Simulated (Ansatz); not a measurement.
One geometry of SiH₄, several levels of theory.

```yaml
crystal:
  periodic: [false, false, false]
  atoms:
    - {symbol: Si, position_ang: [0.000006, 0.000001, 0.000010]}
    - {symbol: H, position_ang: [0.011579, -0.019743, 1.484474]}
    - {symbol: H, position_ang: [1.395812, 0.011521, -0.505694]}
    - {symbol: H, position_ang: [-0.707860, 1.216184, -0.473242]}
    - {symbol: H, position_ang: [-0.699536, -1.207964, -0.505547]}
basis:
  gaussian: {orbitals: def2-TZVP, initial_orbitals: start.molden}
hamiltonian: {xc: {name: wB97M-V}}
scf: {omitted_lower_state_checks: [starts]}
output: {orbitals: {seedname: orbitals}}
```

The file start.molden holds the orbitals of an earlier run on this structure, at another level or in another basis.

```sh
$ ansatz run in.yaml --threads 4 --pin off --events-out ev --progress --plain --max-ram 3916MiB
```

It prints (some lines left out):

```
Functional definition: wB97M-V
428 factors; their error is unknown
136 factors; integrals over basis functions are off by at most 8.8e-6 eV
mean field evaluation 1: about -7941.4506 eV, gradient 6.6e0 eV
mean field evaluation 2: about -7941.4922 eV, gradient 4.0e-2 eV
mean field evaluation 4: about -7941.5138 eV, gradient 8.5e-6 eV
mean field -7941.51381440 eV, -291.8452497278 hartree, gradient 1.5e-5 eV, S^2 0.000000; 0 other end points of the search recorded, 0 dependent functions left out
reference -7941.51385659 eV, -291.8452512781 hartree; 9, 9 occupied and 52, 52 virtual orbitals, 428 factors
Total energy: -7941.51385659 eV, -291.8452512781 hartree
Checks for a lower state left out: starts
```

It took 0.75 s on 4 threads of Arm Neoverse V1 on a shared host.

The first input with `gaussian: {orbitals: def2-TZVPD, initial_orbitals: start.molden}`, `hamiltonian: {xc: pbe, dispersion: d4}` (abridged; 0.3 s):

```
Functional definition: PBE
mean field -7938.13911038 eV, -291.7212316425 hartree, gradient 3.0e-5 eV, S^2 0.000000
Total energy: -7938.18148579 eV, -291.7227889101 hartree
Checks for a lower state left out: starts
```

As the first input, with `hamiltonian: {xc: pbe0, dispersion: d4}` and without the key `scf` (abridged; 0.25 s):

```
Functional definition: PBE0
mean field -7939.08540037 eV, -291.7560071583 hartree, gradient 4.1e-5 eV, S^2 0.000000; 1 other end points of the search recorded, 0 dependent functions left out
Total energy: -7939.12000794 eV, -291.7572789629 hartree
```

As the first input, with `hamiltonian: {xc: {name: BHLYP}, dispersion: d4}` (abridged; 0.25 s):

```
Functional definition: BHLYP
mean field -7942.62263008 eV, -291.8859979524 hartree, gradient 4.9e-5 eV, S^2 0.000000
Total energy: -7942.67035692 eV, -291.8877518814 hartree
Checks for a lower state left out: starts
```

First input, but with `correlation: {method: mp2}` and without the key `hamiltonian` (abridged; 0.15 s):

```
Functional definition: HF
mean field -7925.52836645 eV, -291.2577953510 hartree, gradient 3.5e-6 eV, S^2 0.000000
5 core orbitals not correlated: weight in the atoms' cores, before any rotation towards them, 1.000 or more for the frozen orbitals, at most 0.000 for the correlated occupied ones
second order -3.56227138 eV of doubles, -0.00000000 eV of singles
Total energy: -7929.09063783 eV, -291.3887064098 hartree
Checks for a lower state left out: starts
```

As the first input, with `gaussian: {orbitals: 6-31G}`, `hamiltonian: {xc: hf}` (abridged; 0.1 s):

```
Functional definition: HF
mean field -7923.24409634 eV, -291.1738499727 hartree, gradient 8.8e-6 eV, S^2 0.000000
Total energy: -7923.24409634 eV, -291.1738499727 hartree
Checks for a lower state left out: starts
```

The first input with `hamiltonian: {xc: r2scan, dispersion: d4}` (abridged; 0.6 s):

```
Functional definition: r2SCAN
mean field -7941.72866919 eV, -291.8531454958 hartree, gradient 8.5e-6 eV, S^2 0.000000
Total energy: -7941.73824906 eV, -291.8534975496 hartree
Checks for a lower state left out: starts
```

Geometry: PBE0-D4/def2-TZVP.

Correlated methods freeze 5 core orbitals.
